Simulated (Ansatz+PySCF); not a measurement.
Results of a calculation; reference values are marked as such.
Input for Ansatz (development build ahead of 0.2.0):

```yaml
crystal:
  periodic: [false, false, false]
  atoms:
    - { symbol: B, position_ang: [0.0, 0.0, -1.96715] }
    - { symbol: B, position_ang: [0.0, 0.0, 1.96715] }
basis:
  gaussian: { orbitals: "6-31G" }
magnetization:
  initial_magnetization: 2
hamiltonian:
  xc: hf
correlation:
  method: mp2
  frozen_orbitals: { B: 1 }
scf:
  omitted_lower_state_checks: [atomic_configurations, cluster_reference, orbital_swaps, given_window_search, neighbouring_geometries, increment]
```

The input is written out in the form of the current development build from the run's settings. Correlation on restricted open-shell orbitals is semicanonical, with singles.

Results

```json
{"Converged": "yes", "Reference energy": "-49.04008 hartree", "Correlation energy": "-0.04646 hartree", "Total energy": "-49.08654 hartree", "Spin squared of the determinant": "2.000"}
```

Caution: bonds are stretched, where a single reference can fail.
